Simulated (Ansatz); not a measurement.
# BNH2Cl (SMILES N[B]Cl): UCCSDT/STO-3G

Aim: the energy change on altering one bond length of BNH2Cl at UCCSDT/STO-3G, from 2 runs. 

The results are computed with Ansatz 0.2.0.

76 further runs of the same task are left out: 76 set aside as unsound or not needed.

## 1. The structure to begin with

BNH2Cl has 5 atoms, charge 0, and is taken as a doublet. SMILES: `N[B]Cl`. The shape is that of a PBE0-D4/def2-TZVP optimisation. This is one conformer, not always the lowest.

Bond lengths: N1–B2 1.376 Å, B2–Cl3 1.746 Å, N1–H4 1.005 Å, N1–H5 1.010 Å. Angles: N1–B2–Cl3 124.3°, B2–N1–H4 122.3°, B2–N1–H5 123.4°, H4–N1–H5 114.3°.

## 2. A single-point energy at UCCSDT/STO-3G

File run.yaml:

```yaml
crystal:
  periodic: [false, false, false]
  atoms:
    - {symbol: N, position_ang: [-0.334000, 0.412100, -0.256700]}
    - {symbol: B, position_ang: [-0.098400, -0.544600, 0.704400]}
    - {symbol: Cl, position_ang: [1.343200, -1.526200, 0.784600]}
    - {symbol: H, position_ang: [-1.176700, 0.959900, -0.273100]}
    - {symbol: H, position_ang: [0.315800, 0.625100, -1.000600]}
basis:
  gaussian:
    orbitals: STO-3G
correlation:
  method: ccsdt
  frozen_orbitals: {B: 1, Cl: 5, H: 0, "N": 1}
accuracy: high
scf:
  omitted_lower_state_checks: [cluster_reference, increment]
magnetization:
  spin_polarized: true
  initial_magnetization: 1
```

Command:

```sh
$ ansatz run run.yaml --threads 1 --pin off --max-ram 2610MiB --events-out events.jsonl --progress --plain --runs-dir runs
```

Log (excerpt; [...] marks lines left out):

```text
Warning: RAYON_NUM_THREADS=1 ignored (pool sized by the plan → 1); use --threads N
Functional definition: HF
  name "HF"
[...]
372 factors; integrals over basis functions are off by at most 2.5e-8 eV
[...]
mean field -14527.24811704 eV, -533.8665213786 hartree, gradient 9.1e-8 eV, S^2 0.758715; 0 other end points of the search recorded, 0 dependent functions left out
7 core orbitals not correlated: weight in the atoms' cores, before any rotation towards them, 1.000 or more for the frozen orbitals, at most 0.000 for the correlated occupied ones
reference -14527.24811704 eV, -533.8665213786 hartree; 9, 8 occupied and 5, 6 virtual orbitals, 372 factors
second order -2.22729989 eV of doubles, -0.00000000 eV of singles
cycle   1  -2.55481337 eV  change   -3.3e-1 eV  update   7.5e-2
[...]
cycle  26  -2.91796701 eV  change  -1.0e-11 eV  update  8.5e-10
Total energy: -14530.16608405 eV, -533.9737546885 hartree
Checks for a lower state left out: cluster_reference, increment
```

It took 1.3 s on 1 thread of Arm Neoverse V1, shared host.

## 3. The distorted shape, same level

File job.yaml:

```yaml
basis:
  gaussian:
    orbitals: STO-3G
crystal:
  periodic: [false, false, false]
  atoms:
    - {symbol: "N", position_ang: [-0.496479, 0.358840, -0.070691]}
    - {symbol: B, position_ang: [-0.260879, -0.597860, 0.890409]}
    - {symbol: Cl, position_ang: [1.180721, -1.579460, 0.970609]}
    - {symbol: H, position_ang: [-1.339179, 0.906640, -0.087091]}
    - {symbol: H, position_ang: [0.315800, 0.625100, -1.000600]}
magnetization:
  spin_polarized: true
  initial_magnetization: 1
correlation:
  method: ccsdt
  frozen_orbitals: {B: 1, Cl: 5, H: 0, "N": 1}
accuracy: high
scf:
  omitted_lower_state_checks: [cluster_reference, increment]
```

Command:

```sh
$ ansatz run job.yaml --threads 1 --pin off --max-ram 2610MiB --events-out events.jsonl --progress --plain --runs-dir runs
```

Log (excerpt; [...] marks lines left out):

```text
Warning: RAYON_NUM_THREADS=1 ignored (pool sized by the plan → 1); use --threads N
Functional definition: HF
  name "HF"
[...]
372 factors; integrals over basis functions are off by at most 3.0e-8 eV
[...]
mean field -14526.11552856 eV, -533.8248995197 hartree, gradient 1.3e-8 eV, S^2 0.768116; 0 other end points of the search recorded, 0 dependent functions left out
7 core orbitals not correlated: weight in the atoms' cores, before any rotation towards them, 1.000 or more for the frozen orbitals, at most 0.000 for the correlated occupied ones
reference -14526.11552856 eV, -533.8248995197 hartree; 9, 8 occupied and 5, 6 virtual orbitals, 372 factors
second order -2.52958358 eV of doubles, -0.00000000 eV of singles
cycle   1  -2.90873876 eV  change   -3.8e-1 eV  update   8.4e-2
[...]
cycle  28  -3.36839077 eV  change  -7.2e-10 eV  update   1.2e-9
Total energy: -14529.48391933 eV, -533.9486855975 hartree
Checks for a lower state left out: cluster_reference, increment
```

It took 1.4 s on 1 thread of Arm Neoverse V1, shared host.

## 4. Summary of results

Level: UCCSDT/STO-3G, 7 core orbitals frozen.

| quantity | value |
| --- | --- |
| first shape: total energy | -533.97375 Eh |
| first shape: correlation energy (7 core orbitals frozen) | -107.2 mEh |
| first shape: ⟨S²⟩ of the reference determinant | 0.759 |
| first shape: T1 diagnostic | 0.016 |
| distorted shape: total energy | -533.94869 Eh |
| distorted shape: correlation energy (7 core orbitals frozen) | -123.8 mEh |
| distorted shape: ⟨S²⟩ of the reference determinant | 0.768 |
| distorted shape: T1 diagnostic | 0.018 |
| energy change with the N1–H5 bond stretched from 1.010 to 1.263 Å | 0.682 eV |

What this shows: With the N1–H5 bond stretched from 1.010 to 1.263 Å the energy rises by 0.68 eV (15.7 kcal/mol). The first shape isn't relaxed at this level, so the change isn't measured from a minimum. The minimal basis adds a large error of its own.
